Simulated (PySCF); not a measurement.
Species: CH2NP.
Numbering: `[NH2:1][C:2]#[P:3]` (hydrogens: H4, H5 on N1)

Structure used (GFN2-xTB), in Å, numbered top down from 1:
```
atom  x, y, z in Å
N1    -0.637    0.013    0.158
C2     0.679   -0.014    0.013
P3     2.234   -0.048   -0.067
H4    -1.115    0.878   -0.052
H5    -1.152   -0.826   -0.069
```

Computed at PBE0/pcSseg-1 (PySCF, non-relativistic), with Q(14N) = 0.02044 b: N1, 14N (I = 1): χzz = -4.979 MHz, η = 0.099.

(1) Where would the pure quadrupole (NQR) lines of 14N at N1 fall for the rigid, isolated species?

Results:

(1) From ν± = (3/4)|χ|(1 ± η/3) and ν0 = |χ|η/2: ν+ 3.857 MHz, ν− 3.612 MHz, ν0 0.245 MHz (nitrogen bonded to C and 2 H).

In a crystal, neighbours and librations shift these lines. GFN2-xTB bond lengths can be off by several hundredths of an ångström, more for odd bonds, and the gradients follow them. A larger basis could move these couplings by a tenth or more.

The run behind these numbers computed NMR shieldings as well. The run took about 10 s of CPU time (one thread, shared machine).
